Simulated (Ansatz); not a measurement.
Scan of [NH2···H···S], triplet

Starting geometry:

```yaml
atoms:
  - { symbol: N, position_ang: [-1.7929, -0.0116, -0.0181] }
  - { symbol: H, position_ang: [-2.0902, 0.9562, -0.0181] }
  - { symbol: H, position_ang: [-2.0902, -0.4139, 0.8622] }
  - { symbol: H, position_ang: [-0.7804, -0.0116, -0.0181] }
  - { symbol: S, position_ang: [0.9391, -0.0116, -0.0181] }
```

From there H4 is moved from one fragment to the other while all else, the fragments' distance too, stays fixed; atoms are numbered as listed. Energies are in kcal/mol, counted from the starting geometry at the same level. Kohn–Sham curves are unrestricted where that lies lower.

Basis cc-pVDZ; Ansatz 0.2.0. Correlated methods freeze the noble-gas cores. Prefix R: restricted or restricted open-shell reference; prefix U: unrestricted.

In so small a basis the reference is far from its limit while semilocal and hybrid functionals are nearer theirs (RPA and double hybrids share much of the reference's basis error), so the functionals' errors here hold much of the reference's basis and frozen-core error, which can add to them or hide them.

Full CI isn't at hand for all of this; UCCSDT(Q) serves as the reference, and is uncertain by about the last step of the cluster series.

```
distance N1-H4 (Å)  UCCSDT(Q)   PBE  BLYP  r2SCAN  PBE0  B3LYP  wB97M-V  B2PLYP  PBE-QIDH  RPA-PBE
             0.942        2.6   4.7   4.4     4.1   3.6    3.6      2.9     3.0       2.4      3.6
             1.012        0.0   0.0   0.0     0.0   0.0    0.0      0.0     0.0       0.0      0.0
             1.061        1.2  -0.4  -0.2    -0.1   0.3    0.3      0.9     0.8       1.2      0.4
             1.109        3.8   0.7   0.9     1.1   2.0    1.9      3.1     2.9       3.7      2.3
             1.158        7.1   2.6   3.0     3.1   4.4    4.3      6.0     5.7       7.0      4.9
             1.206       10.4   5.1   5.4     5.3   7.0    6.9      9.0     8.7      10.2      7.9
             1.255       13.6   7.9   8.2     7.8   9.7    9.6     11.9    11.6      13.2     11.0
             1.303       16.2  10.8  11.0    10.2  12.2   12.2     14.4    14.2      15.6     13.9
             1.352       18.6  14.1  14.2    12.8  14.9   14.9     16.8    16.7      17.8     16.8
```
